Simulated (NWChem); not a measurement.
**Si2H6 (disilane) at M06-2X/6-311+G(d,p)**

What is the vertical ionisation energy of Si2H6 (disilane) at M06-2X/6-311+G**? 

The results are computed with NWChem 7.3.0.

## (1) The molecule

Si2H6: 8 atoms, total charge 0, spin state singlet. As SMILES, `[SiH3][SiH3]`. The coordinates come from a PBE0-D4/def2-TZVP relaxation.

Bond lengths: Si1–Si2 2.338 Å, Si1–H3 1.488 Å, Si1–H4 1.488 Å, Si1–H5 1.488 Å, Si2–H6 1.488 Å, Si2–H7 1.488 Å, Si2–H8 1.488 Å. Some angles: Si1–Si2–H6 110.3°, Si1–Si2–H7 110.3°, Si1–Si2–H8 110.3°, Si2–Si1–H3 110.3°, Si2–Si1–H4 110.3°, Si2–Si1–H5 110.3°, H6–Si2–H7 108.7°, H6–Si2–H8 108.7°, H7–Si2–H8 108.7°, H3–Si1–H4 108.7°.

## (2) A single-point energy at M06-2X/6-311+G(d,p)

Input file mol.nw:

```
start mol
title "H6Si2"
memory total 2200 mb
geometry noautosym nocenter noautoz
   Si    -0.340500     0.490200    -1.004900
   Si     0.363500    -0.504400     0.991000
   H      0.833900     0.948200    -1.794900
   H     -1.112900    -0.483900    -1.821900
   H     -1.208000     1.664100    -0.717900
   H      1.139000     0.468600     1.806300
   H      1.228100    -1.680500     0.704000
   H     -0.811000    -0.959200     1.782600
end
basis spherical bse
   * library 6-311+G**
end
dft
   xc m06-2x
   grid xfine
   convergence energy 1e-08
   iterations 100
   mulliken
   print low
end
task dft
```

Launch:

```bash
$ nwchem mol.nw > mol.out
```

What it wrote, cut to the lines that bear on the results:

```text
[...]
 d= 0,ls=0.0,diis     1   -582.5013120914 -6.73D+02  3.11D-03  6.63D-01     3.4
[...]
 d= 0,ls=0.0,diis     8   -582.5262906510 -5.00D-10  8.95D-08  4.04D-11    26.2
         Total DFT energy =     -582.526290651040
      One electron energy =     -986.933931947078
           Coulomb energy =      357.633820767074
    Exchange-Corr. energy =      -43.999267205926
 Nuclear repulsion energy =       90.773087734890
[...]
      Total Density - Mulliken Population Analysis
     ---------------------------------------------
    Atom       Charge   Shell Charges
 -----------   ------   -------------------------------------------------------
    1 Si  14    13.70   0.79  1.18  0.94  1.05  0.81  0.55  1.98  3.90  0.65  1.57  0.16 -0.01  0.03  0.11
    2 Si  14    13.70   0.79  1.18  0.94  1.05  0.81  0.55  1.98  3.90  0.65  1.57  0.16 -0.01  0.03  0.11
    3 H    1     1.10   0.25  0.57  0.28  0.01
    4 H    1     1.10   0.25  0.57  0.28  0.01
    5 H    1     1.10   0.25  0.57  0.28  0.01
    6 H    1     1.10   0.25  0.57  0.28  0.01
    7 H    1     1.10   0.25  0.57  0.28  0.01
    8 H    1     1.10   0.25  0.57  0.28  0.01
[...]
```

It took 27 s on 1 thread of Intel Xeon 6975P-C (Granite Rapids), shared host; peak memory 0.14 GiB.

## (3) The doublet cation, same level

Input file job.nw:

```
start job
memory 2200 mb
charge 1

geometry units au noautosym nocenter noautoz
 Si  -0.64345175   0.92634375  -1.89898578
 Si   0.68691545  -0.95317786   1.87271859
 H    1.57584262   1.79183831  -3.39186942
 H   -2.10307620  -0.91443847  -3.44289203
 H   -2.28278916   3.14469324  -1.35663438
 H    2.15239806   0.88552566   3.41341230
 H    2.32077265  -3.17568475   1.33036719
 H   -1.53256789  -1.81262530   3.36862579
end

basis spherical bse
 * library 6-311+G**
end

dft
 xc m06-2x
 mult 2
 grid xfine
 convergence energy 1e-08
 maxiter 100
 mulliken
 noprint "final vectors analysis"
end

task dft energy
```

Launch:

```bash
$ nwchem job.nw > job.out
```

What it wrote, cut to the lines that bear on the results:

```text
[...]
          Wavefunction type:  spin polarized.
          No. of atoms     :     8
          No. of electrons :    33
[...]
          Charge           :     1
          Spin multiplicity:     2
[...]
          AO basis - number of functions:    96
[...]
              XC Information
              --------------
                       M06-2X Method XC Functional
                     Hartree-Fock (Exact) Exchange  0.540
                        M06-2X Exchange Functional  1.000
                      M06-2X Correlation Potential  1.000
[...]
 d= 0,ls=0.0,diis     1   -582.0599570307 -6.73D+02  3.54D-03  6.27D-01     5.6
[...]
 d= 0,ls=0.0,diis    10   -582.1363884235 -3.99D-09  1.43D-07  3.64D-11    55.8
[...]
         Total DFT energy =     -582.136388423513
      One electron energy =     -978.409696108924
           Coulomb energy =      349.201851145131
    Exchange-Corr. energy =      -43.701624629042
 Nuclear repulsion energy =       90.773081169321
[...]
      Total Density - Mulliken Population Analysis
     ---------------------------------------------
    Atom       Charge   Shell Charges
 -----------   ------   -------------------------------------------------------
    1 Si  14    13.59   0.79  1.18  0.94  1.05  0.88  0.56  1.98  3.90  0.63  1.51  0.06 -0.01  0.02  0.11
    2 Si  14    13.59   0.79  1.18  0.94  1.05  0.88  0.56  1.98  3.90  0.63  1.51  0.06 -0.01  0.02  0.11
    3 H    1     0.97   0.24  0.54  0.18  0.01
    4 H    1     0.97   0.24  0.54  0.18  0.01
    5 H    1     0.97   0.24  0.54  0.18  0.01
    6 H    1     0.97   0.24  0.54  0.18  0.01
    7 H    1     0.97   0.24  0.54  0.18  0.01
    8 H    1     0.97   0.24  0.54  0.18  0.01
[...]
      <S2> =      0.7516 (Exact =     0.7500)
[...]
```

Wall time 56 s (1 thread of Intel Xeon 6975P-C (Granite Rapids), shared host); peak memory 0.14 GiB.

## (4) Summary of results

At M06-2X/6-311+G**:

| quantity | value |
| --- | --- |
| singlet Si2H6: total energy | -582.52629 Eh |
| doublet cation: total energy | -582.13639 Eh |
| doublet cation: ⟨S²⟩ | 0.752 |
| vertical ionisation energy (to the doublet cation) | 10.610 eV |

Removing an electron at fixed nuclei costs 10.61 eV (245 kcal/mol). Mulliken charges (singlet Si2H6) run from -0.10 on H3 to +0.30 on Si1; in a basis this large or diffuse they mean little. Mulliken charges (doublet cation) run from +0.03 on H3 to +0.41 on Si1; in a basis this large or diffuse they mean little.
